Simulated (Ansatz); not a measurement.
A nudged elastic band was laid between two geometries of C$_{3}$H$_{3}$NO (8 atoms, charge 0, multiplicity 1).

All numbers below come from Ansatz 0.2.0, RKS B3LYP-D4/def2-SVP.

```yaml
movable_images: 7
climbing_image: yes
spring: 5.0 eV/Å²
optimiser: quadratic models (default)
start_path: IDPP
force_threshold: 0.05 eV/Å
iteration_limit: 37
end_points: relaxed
```

Image 0:

```xyz
8
Properties=species:S:1:pos:R:3
O -0.097 1.910 -0.128
C 0.013 0.606 -0.052
C 0.962 -0.352 -0.133
C -0.240 -1.253 0.123
N -1.158 -0.344 0.202
H -1.032 2.140 0.004
H 2.032 -0.427 -0.297
H -0.387 -2.337 0.224
```

Image 8:

```xyz
8
Properties=species:S:1:pos:R:3
O -0.554 1.835 -0.050
C -0.260 0.556 -0.005
C 0.786 -0.293 -0.109
C -0.318 -1.323 0.140
N -1.317 -0.511 0.240
H 0.250 2.353 -0.215
H 1.859 -0.256 -0.282
H -0.353 -2.418 0.225
```

(1) Which bonds break or form, and what moves?

(2) What energy profile does the band end with?

(3) What is the geometry of the highest image?

(4) What are the harmonic wavenumbers there?

Results:

(1) No bond is made or broken. The dihedral H6–O1–C2–N5 goes from 0 to -180°.

(2) The run converged. The highest image is number 5 of 0 to 8, 0.36 eV above the first end and 0.28 eV above the last; the last end lies 0.08 eV above the first. A vibrational analysis at the climbing image gives one clearly imaginary mode, 496i cm⁻¹: a first-order saddle point.

```
image  path coordinate (Å)  energy (eV)  dihedral H6–O1–C2–N5 (°)
    0                 0.00         0.00                         0
    1                 0.23         0.04                       -20
    2                 0.46         0.12                       -40
    3                 0.70         0.23                       -60
    4                 0.93         0.32                       -80
    5                 1.16         0.36                      -101
    6                 1.48         0.27                      -131
    7                 1.80         0.12                      -159
    8                 2.12         0.08                      -180
```

(3) 
```xyz
8
Properties=species:S:1:pos:R:3
O -0.273 1.883 0.334
C -0.103 0.578 0.176
C 0.823 -0.283 -0.272
C -0.220 -1.338 0.168
N -1.112 -0.530 0.610
H -0.562 2.309 -0.487
H 1.812 -0.239 -0.724
H -0.271 -2.435 0.140
```

(4) 496i, 288, 401, 616, 675, 716, 806, 880, 957, 1110, 1141, 1244, 1252, 1648, 1755, 3153, 3247, 3779 cm⁻¹.

Time of the run: 6 min on 1 thread of Intel(R) Xeon(R) Processor @ 2.50GHz (Skylake/Cascade Lake), with other jobs on the host, peak memory 0.17 GiB.
